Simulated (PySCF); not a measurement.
ethylene (C₂H₄), SMILES C=C. Heavy atoms are numbered as in [CH2:1]=[CH2:2]. Hydrogens are named by the atom that carries them.

The structure is a stationary point at B3LYP-D3(BJ)/def2-TZVP.

All values below come from PySCF with PBE/pcSseg-2.

GIAO shieldings, no solvent; atoms alike by connectivity are averaged. δ = σ(ref) − σ: ¹³C against TMS (σ = 181.4 ppm); ¹H against TMS (σ = 31.47 ppm), references at their B3LYP-D3(BJ)/def2-TZVP geometries, non-relativistic.

Computed chemical shifts:
```
nucleus     atoms  count  δ (ppm)
-------  --------  -----  -------
¹³C      C1 (CH2)      2    133.6
¹H        H on C1      4     5.83
```
